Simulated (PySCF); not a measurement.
# Gas-phase thermal properties of SiCl₂

Method: PySCF energies (xtb for GFN2) plus ideal-gas RRHO corrections (1 bar). Table values come from the NASA 1993 polynomials. 6-31G* has spherical d functions here. All species are closed-shell singlets. B3LYP is the form with VWN-RPA correlation. The harmonic model lacks anharmonicity and excited electronic states, which grow with temperature; levels with a mode under 35 cm⁻¹ are left out. The table's entry may be an old estimate for SiCl₂ (not checked at source).

```json
[
 {"level": "table", "point group": "-", "σ": "-", "ZPE (kJ/mol)": "-", "S°298 (J/mol/K)": "281.3", "Cp298 (J/mol/K)": "51.3", "S°1000 (J/mol/K)": "348.2", "H1000 − H298 (kJ/mol)": "39.2"},
 {"level": "B3LYP/6-31G*", "point group": "C2v", "σ": "2", "ZPE (kJ/mol)": "7.1", "S°298 (J/mol/K)": "283.0", "Cp298 (J/mol/K)": "51.5", "S°1000 (J/mol/K)": "350.0", "H1000 − H298 (kJ/mol)": "39.3"},
 {"level": "GFN2-xTB", "point group": "C2v", "σ": "2", "ZPE (kJ/mol)": "6.3", "S°298 (J/mol/K)": "284.3", "Cp298 (J/mol/K)": "52.8", "S°1000 (J/mol/K)": "352.0", "H1000 − H298 (kJ/mol)": "39.6"},
 {"level": "HF/6-31G*", "point group": "C2v", "σ": "2", "ZPE (kJ/mol)": "7.7", "S°298 (J/mol/K)": "280.9", "Cp298 (J/mol/K)": "50.7", "S°1000 (J/mol/K)": "347.5", "H1000 − H298 (kJ/mol)": "39.0"},
 {"level": "PBE/def2-SVP", "point group": "C2v", "σ": "2", "ZPE (kJ/mol)": "7.1", "S°298 (J/mol/K)": "283.1", "Cp298 (J/mol/K)": "51.4", "S°1000 (J/mol/K)": "350.1", "H1000 − H298 (kJ/mol)": "39.2"},
 {"level": "PBE0/def2-TZVP", "point group": "C2v", "σ": "2", "ZPE (kJ/mol)": "7.4", "S°298 (J/mol/K)": "281.9", "Cp298 (J/mol/K)": "51.1", "S°1000 (J/mol/K)": "348.7", "H1000 − H298 (kJ/mol)": "39.1"}
]
```
σ: rotational symmetry number. Electronic degeneracy used: 1. Frequencies are unscaled.
